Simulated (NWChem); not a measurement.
Program: NWChem. System: hydrogen fluoride (HF), charge 0, spin multiplicity 1, at a geometry optimised with B3LYP/def2-SVP. Level: CCSDT/def2-TZVP, 1 core orbitals frozen.

Job file:

```
start mol
memory heap 100 mb stack 700 mb global 1900 mb
geometry units angstroms nocenter noautoz
  F      0.000000     0.000000     0.092475
  H      0.000000     0.000000    -0.832277
  symmetry group C2v
end
basis spherical
  * library def2-tzvp
end
scf
  rhf
  nopen 0
  maxiter 100
  thresh 1e-7
  semidirect memsize 60000000 filesize 0
end
tce
  freeze core 1
  ccsdt
  2eorb
  2emet 13
  thresh 1e-6
  maxiter 100
  tilesize 24
end
task tce energy
```

NWChem printed:

```
             Northwest Computational Chemistry Package (NWChem) 7.3.0
             --------------------------------------------------------

                                NWChem Input Module
                                -------------------

 Scaling coordinates for geometry "geometry" by  1.889725989
 (inverse scale =  0.529177249)

 Turning off AUTOSYM since
 SYMMETRY directive was detected!

                             Geometry "geometry" -> ""
                             -------------------------

 Output coordinates in angstroms (scale by  1.889725989 to convert to a.u.)

  No.       Tag          Charge          X              Y              Z
 ---- ---------------- ---------- -------------- -------------- --------------
    1 F                    9.0000     0.00000000     0.00000000     0.09247500
    2 H                    1.0000     0.00000000     0.00000000    -0.83227700

 Effective nuclear repulsion energy (a.u.)       5.1501324041

            Nuclear Dipole moment (a.u.)
            ----------------------------
        X                 Y               Z
 ---------------- ---------------- ----------------
     0.0000000000     0.0000000000    -0.0000037795

      Symmetry information
      --------------------

 Group name             C2v
 Group number             16
 Group order               4
 No. of unique centers     2

      Symmetry unique atoms

     1    2


 Summary of "ao basis" -> "" (spherical)
 ------------------------------------------------------------------------------
       Tag                 Description            Shells   Functions and Types
 ---------------- ------------------------------  ------  ---------------------
 *                         def2-tzvp                  on all atoms

 Summary of "ao basis" -> "ao basis" (spherical)
 ------------------------------------------------------------------------------
       Tag                 Description            Shells   Functions and Types
 ---------------- ------------------------------  ------  ---------------------
 F                         def2-tzvp                11       31   5s3p2d1f
 H                         def2-tzvp                 4        6   3s1p

                                 NWChem SCF Module
                                 -----------------

  ao basis        = "ao basis"
  functions       =    37
  atoms           =     2
  closed shells   =     5
  open shells     =     0
  charge          =   0.00
  wavefunction    = RHF
  use symmetry    = T
  symmetry adapt  = T

 Summary of "ao basis" -> "ao basis" (spherical)
 ------------------------------------------------------------------------------
       Tag                 Description            Shells   Functions and Types
 ---------------- ------------------------------  ------  ---------------------
 F                         def2-tzvp                11       31   5s3p2d1f
 H                         def2-tzvp                 4        6   3s1p

      Symmetry analysis of basis
      --------------------------

        a1         18
        a2          3
        b1          8
        b2          8

 Forming initial guess at       0.0s

      Superposition of Atomic Density Guess
      -------------------------------------

 Sum of atomic energies:         -99.91788757

      Non-variational initial energy
      ------------------------------

 Total energy =     -99.894049
 1-e energy   =    -149.561756
 2-e energy   =      44.517574
 HOMO         =      -0.649230
 LUMO         =       0.076093
[...]
   Bfn.  Coefficient  Atom+Function         Bfn.  Coefficient  Atom+Function
  ----- ------------  ---------------      ----- ------------  ---------------
    34      1.498861  2 H  s                  5     -0.858586  1 F  s
    14      0.333789  1 F  pz

 Vector    7  Occ=0.000000D+00  E= 5.713964D-01  Symmetry=a1
              MO Center=  3.6D-17, -1.6D-17, -6.5D-01, r^2= 1.8D+00
   Bfn.  Coefficient  Atom+Function         Bfn.  Coefficient  Atom+Function
  ----- ------------  ---------------      ----- ------------  ---------------
    33      2.344075  2 H  s                 34     -0.962727  2 H  s
    14      0.924692  1 F  pz                 5     -0.628852  1 F  s
    11      0.350130  1 F  pz                 4     -0.270870  1 F  s
     8      0.183949  1 F  pz

 Vector    8  Occ=0.000000D+00  E= 7.057478D-01  Symmetry=b1
              MO Center=  2.0D-14,  3.7D-31,  9.3D-02, r^2= 1.9D+00
   Bfn.  Coefficient  Atom+Function         Bfn.  Coefficient  Atom+Function
  ----- ------------  ---------------      ----- ------------  ---------------
    12      1.249366  1 F  px                 9     -0.691812  1 F  px
     6     -0.270527  1 F  px

 center of mass
 --------------
 x =   0.00000000 y =   0.00000000 z =   0.08671970

 moments of inertia (a.u.)
 ------------------
           2.922706703949           0.000000000000           0.000000000000
           0.000000000000           2.922706703949           0.000000000000
           0.000000000000           0.000000000000           0.000000000000

  Mulliken analysis of the total density
  --------------------------------------

    Atom       Charge   Shell Charges
 -----------   ------   -------------------------------------------------------
    1 F    9     9.43   0.77  1.20  0.60  1.00  0.36  2.24  2.24  1.00  0.00  0.01  0.00
    2 H    1     0.57   0.23  0.27  0.02  0.05

       Multipole analysis of the density wrt the origin
       ------------------------------------------------

     L   x y z        total         open         nuclear
     -   - - -        -----         ----         -------
     0   0 0 0     -0.000000      0.000000     10.000000

     1   1 0 0      0.000000      0.000000      0.000000
     1   0 1 0      0.000000      0.000000      0.000000
     1   0 0 1     -0.799171      0.000000     -0.000004

     2   2 0 0     -4.182563      0.000000      0.000000
     2   1 1 0      0.000000      0.000000      0.000000
     2   1 0 1     -0.000000      0.000000      0.000000
     2   0 2 0     -4.182563      0.000000      0.000000
     2   0 1 1     -0.000000      0.000000      0.000000
     2   0 0 2     -2.582348      0.000000      2.748468

                   NWChem Extensible Many-Electron Theory Module
                   ---------------------------------------------


            General Information
            -------------------
      Number of processors :     1
         Wavefunction type : Restricted Hartree-Fock
          No. of electrons :    10
           Alpha electrons :     5
            Beta electrons :     5
           No. of orbitals :    74
            Alpha orbitals :    37
             Beta orbitals :    37
        Alpha frozen cores :     1
         Beta frozen cores :     1
     Alpha frozen virtuals :     0
      Beta frozen virtuals :     0
         Spin multiplicity : singlet
    Number of AO functions :    37
       Number of AO shells :    15
        Use of symmetry is : on
      Symmetry adaption is : on
         Schwarz screening : 0.10D-09

          Correlation Information
          -----------------------
          Calculation type : Coupled-cluster singles, doubles, & triples
   Perturbative correction : none
            Max iterations :      100
        Residual threshold : 0.10D-05
     T(0) DIIS level shift : 0.00D+00
     L(0) DIIS level shift : 0.00D+00
     T(1) DIIS level shift : 0.00D+00
     L(1) DIIS level shift : 0.00D+00
     T(R) DIIS level shift : 0.00D+00
     T(I) DIIS level shift : 0.00D+00
   CC-T/L Amplitude update :  5-th order DIIS
                I/O scheme : Global Array Library
        L-threshold :  0.10D-05
        EOM-threshold :  0.10D-05
 no EOMCCSD initial starts read in
 TCE RESTART OPTIONS
 SLICE:      F
 D4D5:       F
 quantumc:   F
 qrotation:  F
 pwtce:      F
 qducc:      F
 nacto:                         0
 nrotv:                         0
 nrot:                          0

            Memory Information
            ------------------
          Available GA space size is     249035431 doubles
          Available MA space size is     104854788 doubles

 Maximum block size supplied by input
 Maximum block size        24 doubles

 tile_dim =     15

 -------------------------------------------------

 Global array virtual files algorithm will be used

 Parallel file system coherency ......... OK

 4-electron integrals stored in orbital form

 v2    file size   =           147617
 4-index algorithm nr.  13 is used
 imaxsize =       30
 imaxsize ichop =        0
 IN MAPPING 1 for UCC(4),CCSDT,CCSDTQ


 CCSDT iterations
 --------------------------------------------------------
 Iter          Residuum       Correlation     Cpu    Wall
 --------------------------------------------------------
    1   0.6901137242607  -0.2674088970490     2.5     2.5
    2   0.0856324398565  -0.2653379190117     2.6     2.6
    3   0.0530639011045  -0.2757035134108     2.6     2.6
    4   0.0139566289701  -0.2750950665917     2.6     2.6
    5   0.0089312222287  -0.2760948382327     2.5     2.5
    6   0.0025754361041  -0.2761445887121     2.5     2.5
    7   0.0008847951891  -0.2761403776077     2.5     2.5
    8   0.0004790216303  -0.2761371785326     2.5     2.5
    9   0.0002167816450  -0.2761402337038     2.5     2.5
   10   0.0001291856522  -0.2761411973364     2.6     2.6
   11   0.0000283853091  -0.2761426508860     2.5     2.5
   12   0.0000113345795  -0.2761425592152     2.5     2.5
   13   0.0000047666372  -0.2761427997238     2.6     2.6
   14   0.0000029360520  -0.2761427935417     2.5     2.5
   15   0.0000013588703  -0.2761428169372     2.5     2.5
   16   0.0000004315654  -0.2761428256020     2.6     2.6
 --------------------------------------------------------
 Iterations converged
 CCSDT correlation energy / hartree =        -0.276142825601977
 CCSDT total energy / hartree       =      -100.339070582592811

 Singles contributions

 Doubles contributions

 Task  times  cpu:       42.1s     wall:       42.1s

 Total times  cpu:       42.1s     wall:       42.1s
```
